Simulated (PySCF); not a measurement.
Species: C4H7S (charge -1).
Structure used (PBE0-D3(BJ)/def2-SVP), in Å, numbered top down from 1:
```xyz
12
C4H7S angstrom
C      1.7453   -0.1131   -0.0436
C      0.3293   -0.0532    0.4623
C     -0.7807   -0.7105   -0.3133
C     -0.7232    0.8027   -0.2093
S     -1.9221    1.7351    0.7158
H      2.2518   -1.0644    0.2110
H      2.3584    0.7089    0.3679
H      1.7708   -0.0180   -1.1426
H      0.2169   -0.0747    1.5525
H     -0.5175   -1.2081   -1.2583
H     -1.5912   -1.1836    0.2498
H     -0.3405    1.2683   -1.1361
```

NICS is the negative of the GIAO shielding at a point without a nucleus: at the ring centre (0) and 1 Å above and below it (1); zz is the component along the ring normal. Level: GIAO PBE0/pcSseg-1 (PySCF, non-relativistic, gas phase) on the PBE0-D3(BJ)/def2-SVP geometry, one conformer.

Ring bond lengths (Å), with Mayer bond orders in brackets: C2–C3 1.505 (0.96), C3–C4 1.518 (0.89), C4–C2 1.514 (0.88).

Task: What do the NICS probes read (ppm)?

Result: 
```csv
ring,type,NICS(0),"NICS(1), two faces","NICS(1)zz, two faces",rms pucker (Å),"centre to ring atoms, mean (Å)"
C2–C3–C4,3-membered carbocycle; formal bonds all single,-44.2,-10.0 / -8.2,-22.8 / -19.4,0.00,0.87
```

Task: What can be read from them?

Result: 
- C2–C3–C4: mean NICS(1)zz -21.1 ppm, shielded. C2, C3, C4 have four or more neighbours, and the NICS criterion for π rings isn't applied. The two faces differ by 3.4 ppm, so no symmetry operation interchanges them. NICS(0) lies 35 ppm below the mean NICS(1).

Task: What is the mean of the two in-plane components of NICS at the first NICS(1) probe listed for ring C2–C3–C4, 1 Å off the ring?

Result: The isotropic value is a third of the trace: (3 × -10.0 − (-22.8))/2 = -3.6 ppm.

Task: Give the inner angles of the rings and the Hirshfeld charges of the ring atoms.

Result: 
- C2–C3–C4: C2 60.4° (-0.070 e), C3 60.1° (-0.135 e), C4 59.5° (-0.094 e); sum 180.0° against 180° for a flat convex ring.

Task: How do the values depend on the level or the medium?

Result: 
| level | NICS(0), C2–C3–C4 | mean NICS(1)zz, C2–C3–C4 |
| --- | --- | --- |
| PBE0/pcSseg-1, gas | -44.2 | -21.1 |
| wB97X-D/pcSseg-2, gas | -44.8 | -21.8 |

The geometry is the same throughout.
